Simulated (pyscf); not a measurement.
O=PH + silane (SiH₄) → HO–PH₂ + silylene (SiH₂) [singlet], a concerted two-bond exchange (singlet surface; H–Si, H–Si broken, H–O, H–P formed). Optimised with ωB97X-D3(BJ)/def2-SVP in PySCF. Correlated levels are frozen-core, on RHF or UHF. ΔMP2 is the change of the MP2 total energy from the triple- to the quadruple-zeta basis. Energies in kcal/mol from the separated reactants.

Small-basis levels: PySCF, no dispersion term, spherical d functions. AM1 to PM7: differences of heats of formation from MOPAC. Cost: rough CPU time at the saddle relative to B3LYP/6-31G*, from one job on a shared machine.

```tsv
level	barrier	reaction energy	cost
HF/3-21G	(withheld)	+0.3	0.08
HF/6-31G*	53.9	+22.2	0.1
PBE/6-31G*	(withheld)	+31.3	1
B3LYP/3-21G	27.6	+20.0	0.7
B3LYP/LANL2DZ	31.2	+19.5	0.7
B3LYP/6-31G*	34.3	+29.6	1
AM1	52.7	+31.9	under 0.02
PM3	24.7	+27.8	under 0.02
PM7	83.6	+22.4	under 0.02
CCSD(T)/def2-TZVPP + ΔMP2(QZVPP)	(withheld)	+27.8	–
```

Complete the blanks.


- HF/3-21G, barrier: 40.3
- PBE/6-31G*, barrier: 24.2
- CCSD(T)/def2-TZVPP + ΔMP2(QZVPP), barrier: 32.5

Against the last row the barrier runs from -8.3 (PBE/6-31G*) to +51.0 kcal/mol (PM7). At PBE/6-31G*, PM3 this geometry lies under one side, so the entry may be no barrier of that level: it is a single point on another level's saddle. CCSD(T)/def2-TZVPP + ΔMP2(QZVPP) has limits of its own. On the product side the descent ends in a bound adduct, 14.3 kcal/mol under the separated species and 15.6 kcal/mol under the saddle at ωB97X-D3(BJ)/def2-TZVP. At ωB97X-D3(BJ) the barrier from the zero used here is 29.5 kcal/mol. The same reactants have a lower exit, to O=P–SiH₃ + H₂ (barrier +22.3 kcal/mol at ωB97M-D3(BJ), against +30.6 kcal/mol here). This is the saddle that the search found; another between the same sides may lie lower. The CCSD(T) − MP2 part came from Ansatz, without density fitting, on the same reference.
